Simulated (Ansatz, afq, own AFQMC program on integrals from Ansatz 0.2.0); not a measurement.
**Where AFQMC and coupled cluster stand for AlSiH, triplet**

```yaml
atoms:
  - { symbol: Si, position_ang: [0.0000, -0.0729, 2.3623] }
  - { symbol: Al, position_ang: [0.0000, -0.0239, -2.4828] }
  - { symbol: H, position_ang: [0.0000, 2.6710, 0.6394] }
```

Connectivity, by distances: Si ··· Al ··· H.

Basis 6-31G. Only valence electrons are correlated. AFQMC by an in-house program on the Cholesky factors that Ansatz 0.2.0 writes for its CCSD(T) run. ph-AFQMC/CISD is guided by a CISD state made of CCSD amplitudes; releasing the constraint for a short imaginary time cuts its bias at the price of noise, slowly where states lie close. ± is one standard error of the sampling.

Determinant: ROHF, the one that the program's search chose, which needn't be the lowest solution. The geometry is a point of a scan.

Full CI on the same integrals is exact in this basis and with this determinant's frozen core.

Cautions: lower spins were not checked; a spin-contaminated unrestricted determinant lies lower (UHF 2.19 eV lower, ⟨S²⟩ 2.95); the search met a lower determinant of the same kind, perhaps of another symmetry (502 meV lower), and this one is a saddle point; strong correlation (T1 0.181, weight of the determinant 0.50, largest double 0.28); the CCSD(T) amplitudes may be one of several solutions (largest double 0.28); the CCSDT(Q) amplitudes may be one of several solutions (largest double 0.40); the CCSDTQ amplitudes may be one of several solutions (largest double 0.42); the released energies are still falling, so no released level is given (meV from the phaseless value at times in 1/Eh: -9 ± 7 at 0.24, -16 ± 7 at 0.51, -14 ± 22 at 0.99, -63 ± 8 at 1.62, -73 ± 6 at 2.40).

The T1 diagnostic is 0.1811, the weight of the determinant in the CISD state is 0.497 and the size of the correlated space is 8 electrons in 18 orbitals.

| level | correlation energy (eV) |
| --- | --- |
| MP2 | -2.0264 |
| CCSD | -3.6715 |
| CCSD(T) | -3.8778 |

Task: Estimate where phaseless AFQMC with a CISD trial lies against CCSD(T) on the same integrals.

Result: 4.57 ± 0.14 kcal/mol above CCSD(T).

Reference: full CI, correlation energy -3.921 eV. The cautions show a poor starting determinant, so the rows tell how each method copes with it here, and full CI is the sure value.

```
        level  E − E(reference) (kcal/mol)  share of correlation (%)
      CCSD(T)                         1.00                     98.89
        CCSDT                         1.17                     98.71
     CCSDT(Q)                         0.13                     99.86
       CCSDTQ                         0.11                     99.88
ph-AFQMC/CISD                  5.57 ± 0.14                     93.84
```

CCSDT and higher add their correlation energy to the determinant of the CCSD(T) run, since their own runs factorise the integrals more tightly (a shift of under 2 meV). A walk keeps the symmetry of its determinant, which the program's search chose and which needn't be the lowest solution, so a lower state of the same spin and another symmetry isn't excluded.
